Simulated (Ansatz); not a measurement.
Question: Name a neutral molecule of C, O and H with HOMO–LUMO gap (ωB97M-V/def2-TZVPP) between 10.40 and 10.70 eV and size of the dipole moment (B3LYP/def2-TZVPP) between 1.25 and 1.55 D (Ansatz, PBE0-D4/def2-TZVP geometry).

Answer: `CC1=C(O)CC1` (10.52 eV, 1.38 D). Other molecules can fit too; these were computed, each in one conformer that needn't be the lowest.

B3LYP here is the variant with VWN-RPA as its local correlation; programs differ in this.
